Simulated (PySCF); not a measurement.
**Gas-phase thermal properties of CH2**

Energies from PySCF (xtb for GFN2), thermal terms from the rigid-rotor harmonic-oscillator model, ideal gas at 1 bar. Table values come from the NASA 1993 polynomials. 6-31G* has spherical d functions here. Open shells (unrestricted): CH2 (multiplicity 3). GFN2 has no spin-polarisation term. B3LYP is the form with VWN-RPA correlation. The harmonic model lacks anharmonicity and excited electronic states, which grow with temperature; levels with a mode under 35 cm⁻¹ are left out. The table's entry may be an old estimate for CH2 (not checked at source).

```tsv
level	point group	σ	ZPE (kJ/mol)	S°298 (J/mol/K)	Cp298 (J/mol/K)	S°1000 (J/mol/K)	H1000 − H298 (kJ/mol)
table	-	-	-	194.4	35.0	241.8	28.2
B3LYP/6-31G*	C2v	2	45.7	195.5	34.4	241.7	27.4
GFN2-xTB	C2v	2	44.0	195.1	35.2	242.3	28.0
HF/6-31G*	C2v	2	48.4	195.5	34.0	240.8	26.9
PBE/def2-SVP	C2v	2	44.2	195.8	34.8	242.6	27.7
PBE0/def2-TZVP	C2v	2	45.4	195.3	34.6	241.7	27.5
```
σ: rotational symmetry number. Electronic degeneracy used: 3. Frequencies are unscaled.
